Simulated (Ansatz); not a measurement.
CaB6-type LaB₆ was calculated with PBE-D3(BJ) (Ansatz, a program for electronic structure, plane waves, PAW).

Run with plane-wave cutoff 520 eV, 14×14×14 k mesh, Fermi–Dirac smearing 0.05 eV, scalar-relativistic PAW data made under PBE.

Shape and atoms are relaxed at each volume.

Pressure at four volumes; x = ln(V/10.014 Å³). One pressure is withheld.

```csv
V (Å³/atom),x,P (GPa)
9.613,-0.0409,?
9.814,-0.0202,3.78
10.014,0.0000,0.00
10.414,0.0392,-6.58
```

**Question.** Pass a parabola P(x) through the three rows shown, estimate the bulk modulus and its pressure derivative near zero pressure, and predict the withheld pressure.

**Answer.** Slopes between the rows: (0.00 − (3.78))/(0.0000 − (-0.0202)) = -187.13 and (-6.58 − (0.00))/(0.0392 − (0.0000)) = -167.86 GPa. Their difference over the span 0.0594 is c = 19.27/0.0594 = 324.4 GPa, so P(x) = 3.78 + (-187.13)(x − (-0.0202)) + 324.4 (x − (-0.0202))(x − (0.0000)). At the middle row B = −dP/dx = −[-187.13 + 324.4 × 0.0202] = 180.6 GPa, and B′ = dB/dP = 2c/B = 3.6. At x = -0.0409 the parabola gives 7.93 GPa; the run gives 7.95 GPa. The Birch–Murnaghan fit to the energies at all volumes has B0 = 181 GPa and B′ = 3.7.

Measured, for comparison: bulk modulus 164 ± 2 GPa (room temperature, not corrected to a static lattice, isothermal; as tabulated in LaB6 under pressure, Phys. Rev. B 80, 172104 (doi 10.1103/PhysRevB.80.172104)). Computed (rounded) less measured: bulk modulus +10 %.

Note: the bulk modulus comes from volumes at which shape and atoms were relaxed.

Spin–orbit coupling is not included.
